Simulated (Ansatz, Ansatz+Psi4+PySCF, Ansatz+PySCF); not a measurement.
| atom | x (Å) | y (Å) | z (Å) |
| --- | --- | --- | --- |
| C | -1.3815 | 0.4244 | 0.0207 |
| S | 0.1019 | -0.6035 | -0.0188 |
| C | 1.3467 | 0.5875 | 0.0420 |
| H | -2.2375 | -0.2485 | -0.0250 |
| H | -1.4183 | 0.9990 | 0.9462 |
| H | -1.4044 | 1.0932 | -0.8407 |
| H | 1.1549 | 1.6023 | -0.2793 |
| H | 2.3598 | 0.2226 | 0.1271 |

Basis set: cc-pVTZ on H, C; cc-pV(T+d)Z on S (spherical functions). Frozen core: 7 orbitals. Correlation on ROHF uses semicanonical orbitals with singles. Charge 0, multiplicity 2.

Computed with Ansatz (development build ahead of 0.2.0); each method stands on the lowest determinant of its kind that the runs found.

**Question.** Give the atomization energy at this shape (free ground-state atoms in the same class of orbitals less the molecule, no zero-point energy) of doublet C₂H₅S by ROHF-MP2, ROHF, UHF.

**Answer.**

```csv
method,atomization energy
ROHF-MP2,2730.8 kJ/mol
ROHF,2091.2 kJ/mol
UHF,2066.7 kJ/mol
```
